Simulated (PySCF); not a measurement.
**Simulated absorption spectrum**

Aminoacetonitrile, C2H4N2.
Numbering: `[N:1]#[C:2][CH2:3][NH2:4]` (hydrogens: H5, H6 on C3; H7, H8 on N4)

Computed with TDDFT CAM-B3LYP/def2-SVPD, vertical, gas phase, core orbitals frozen in the response in PySCF 2.14.0, density-fitted response routines. Geometry: PBE0-D3(BJ)/def2-SVP, one conformer, isolated molecule. Torsions of this conformer, `[N:1]#[C:2][CH2:3][NH2:4]`: H–N4–C3–C2 68°, H–N4–C3–C2 -174°.

Computed states:

```csv
state,E (eV),f
S1,6.47,0.0097
S2,7.50,0.0016
S3,7.81,0.018
S4,7.88,0.0098
S5,8.08,0.0084
S6,8.17,0.0037
S7,8.21,0.012
S8,8.55,0.012
S9,9.02,0.010
S10,9.14,0.034
```

Broadening: Gaussians 0.3 eV wide at half height, area fixed by f = 4.319×10⁻⁹ ∫ε dν̃. The cross-section is σ = 3.8235×10⁻²¹ ε cm², given in Mb (10⁻¹⁸ cm²). The width is an assumption, not a result. The curve ends short of the highest state used, and states not computed would add to its high-energy end.

(1) Give the broadened spectrum and its maxima.

(2) On this curve, what absorbance would a 10⁻⁴ mol/L sample give at 193 nm over a 1 cm path?

(3) Coming from long wavelengths, where does ε first pass 100 L mol⁻¹ cm⁻¹?

## Answers

(1) 
λ (nm), σ (Mb) and a bar:
```
    145.1       4.16 #############
    147.2       3.75 ###########
    149.3       5.12 ################
    151.4       7.57 #######################
    153.5       7.80 ########################
    155.6       8.34 #########################
    157.7       9.86 ##############################
    159.8       8.23 #########################
    161.9       4.21 #############
    164.0       1.62 #####
    166.1       0.73 ##
    168.2       0.36 #
    170.4       0.12 
    172.5       0.03 
    174.6       0.00 
    176.7       0.00 
    178.8       0.00 
    180.9       0.03 
    183.0       0.17 #
    185.1       0.63 ##
    187.2       1.55 #####
    189.3       2.68 ########
    191.4       3.33 ##########
    193.5       3.02 #########
    195.6       2.04 ######
    197.7       1.05 ###
    199.8       0.42 #
    201.9       0.13 
    204.0       0.03 
    206.1       0.01
```

Maxima: 192 nm (6.47 eV), ε about 870, made up of S1 (100%); 158 nm (7.85 eV), ε about 2600, made up of S3 (60%) and S4 (33%); 153 nm (8.13 eV), ε about 2100, made up of S5 (34%), S6 (15%) and S7 (41%) (hardly more than a shoulder); 145 nm (8.53 eV), ε about 1100, made up of S8 (95%) (ε in L mol⁻¹ cm⁻¹; maxima over ε = 5, shares over 10%).

(2) 193 nm is 6.424 eV, where ε is about 830 L mol⁻¹ cm⁻¹, so A = ε c l ≈ 0.083 (Beer–Lambert, with the gas-phase spectrum and the assumed width).

(3) At about 200 nm (6.20 eV), 0.26 eV below S1.

The vertical ionisation energy (ΔSCF) is 10.59 eV, 1.45 eV above S10.
